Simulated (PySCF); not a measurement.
Molecule (SMILES): C=C=O.
Geometry (B3LYP-D3(BJ)/def2-TZVP, fixed):
```xyz
5

C      0.0091     0.0017    -1.2056
C     -0.0008    -0.0001     0.1027
H      0.0282     0.9401    -1.7377
H     -0.0018    -0.9351    -1.7406
O     -0.0096    -0.0018     1.2620
```
Charge 0, spin multiplicity 1.

Basis-set convergence of the isotropic shielding of H3 at PBE with PySCF. GIAO, no density fitting; atoms are numbered in the order shown. All functions are spherical. No added dispersion term, no relativity. Reference: the value in pcseg-3, 29.26 ppm, itself unsure by roughly 0.02 ppm (its distance from pcSseg-2). Deviations are taken from unrounded values. Cost is core time over that of 6-31G**, rough, on shared machines of one kind; a dash marks a row that isn't timed (too short, read off another run, short of memory, by another algorithm or on other hardware).

| basis | functions | isotropic shielding of H3 (ppm) | minus reference (ppm) | cost |
|---|---|---|---|---|
| 6-31G | 31 | 30.84 | 1.59 | - |
| pcseg-0 | 31 | 31.14 | 1.88 | - |
| def2-SV(P) | 46 | 30.55 | 1.29 | - |
| 6-31G** | 52 | 29.68 | 0.42 | 1× |
| cc-pVDZ | 52 | 29.67 | 0.41 | 1× |
| def2-SVP | 52 | 29.81 | 0.56 | 0.9× |
| 6-31+G* | 58 | 30.23 | 0.97 | - |
| pcSseg-1 | 61 | 29.29 | 0.03 | 1× |
| 6-311G** | 66 | 29.87 | 0.62 | 1× |
| 6-311++G(2d,2p) | 101 | 29.46 | 0.20 | 2× |
| def2-TZVPPD | 148 | 29.39 | 0.14 | 4× |
| aug-pcseg-2 | 184 | 29.33 | 0.08 | 8× |
| def2-QZVPPD | 258 | 29.31 | 0.06 | 20× |
